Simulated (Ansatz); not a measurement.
```yaml
crystal:
  periodic: [false, false, false]
  atoms:
    - {symbol: P, position_ang: [-1.713495, -0.281497, -0.003499]}
    - {symbol: P, position_ang: [0.068405, 0.748389, 0.005641]}
    - {symbol: Si, position_ang: [1.830915, -0.587575, -0.002890]}
    - {symbol: H, position_ang: [-0.463860, 2.024848, 0.014731]}
basis:
  gaussian: {orbitals: def2-TZVP}
magnetization: {spin_polarized: true, initial_magnetization: 3}
hamiltonian: {xc: pbe0}
relax: {f_tol: 0.004, max_steps: 80}
```

```sh
$ ansatz run in.yaml --threads 1 --pin off --events-out ev --progress --plain --max-ram 2176MiB
```

Steps of the relaxation (energy above the last step; positions in Å, forces in eV/Å):

```
4
step 1, 381.8 meV
P    -1.713   -0.281   -0.003   -0.751   -0.170   -0.002
P     0.068    0.748    0.006    0.457   -1.619   -0.012
Si    1.831   -0.588   -0.003    0.023    0.758    0.006
H    -0.464    2.025    0.015    0.271    1.030    0.008
```

```
4
step 2, 73.5 meV
P    -1.903   -0.303   -0.004    0.167    0.237    0.002
P    -0.018    0.616    0.005    0.048   -0.351   -0.003
Si    1.925   -0.440   -0.002   -0.454    0.517    0.003
H    -0.282    2.030    0.015    0.239   -0.403   -0.003
```

```
4
step 3, 8.5 meV
P    -1.991   -0.266   -0.004    0.207    0.143    0.001
P    -0.057    0.529    0.004    0.078    0.076    0.001
Si    1.952   -0.315   -0.001   -0.240    0.104    0.001
H    -0.183    1.956    0.014   -0.045   -0.323   -0.002
```

```
4
step 6, 0.0 meV
P    -1.981   -0.240   -0.003    0.002    0.001    0.000
P    -0.047    0.521    0.004   -0.003   -0.001    0.000
Si    1.948   -0.307   -0.001    0.001    0.000    0.000
H    -0.199    1.930    0.014    0.000    0.000    0.000
```

Close pairs at the end: P2–H4 1.417 Å, P1–P2 2.078 Å, P2–Si3 2.160 Å.

A stationary point of unrestricted PBE0 after 6 steps, with ⟨S²⟩ = 3.800 against 3.75 for a pure state; no frequencies were run, so it isn't proven a minimum. 20 s on 1 thread of Intel Xeon 6975P-C, shared host.
